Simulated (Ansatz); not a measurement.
Geometry optimisation, RKS B3LYP-D4/6-31G* in Ansatz 0.2.0.

The input (input.yaml):

```yaml
crystal:
  periodic: [false, false, false]
  atoms:
    - { symbol: B, position_ang: [-0.237085, 0.0, -0.838945] }
    - { symbol: F, position_ang: [1.115031, 0.0, 1.28389] }
    - { symbol: H, position_ang: [1.697897, 0.0, 0.553593] }
    - { symbol: H, position_ang: [-1.339543, 0.0, -0.284838] }
basis:
  gaussian: { orbitals: "6-31G*" }
hamiltonian:
  xc: b3lyp
  dispersion: d4
relax:
  f_tol: 0.03
  max_steps: 50
```

Run as:

```bash
$ ansatz run input.yaml --threads 1 --pin off --max-ram 2048MiB --backend cpu --events-out ev --progress --plain --runs-dir out
```

Where does it end, and by what steps?

It converged. After 14 steps the energy has fallen by 5.561 eV; H3 moved furthest, 1.20 Å. Parted: F2–H3 (0.93 → 2.16 Å). Joined: B1–F2 (2.52 → 1.32 Å), B1–H3 (2.38 → 1.20 Å).

```csv
step,energy less start (eV),largest force component (eV/Å),accepted
0,0.0000,0.448,yes
1,-0.0768,0.328,yes
2,-0.1364,0.422,yes
3,-0.1000,1.434,no
4,-0.1528,0.133,yes
5,-0.1643,0.432,yes
6,-0.2556,1.534,yes
7,-0.9828,3.810,yes
8,-2.6605,6.569,yes
9,-4.4958,5.390,yes
10,-5.0260,6.939,yes
11,-5.5342,1.662,yes
12,-5.5600,0.125,yes
13,-5.5608,0.030,yes
14,-5.5609,0.002,yes
```

```xyz
4
Properties=species:S:1:pos:R:3
B 0.302 0.000 0.128
F 0.482 0.000 1.439
H 1.274 0.000 -0.570
H -0.821 0.000 -0.283
```

Whether the end is a true minimum wasn't checked by a vibrational analysis.

Run time: 3.4 s on 1 thread of AMD EPYC 9R45 96-Core Processor (Zen 5), on a shared host, peak memory 0.12 GiB.
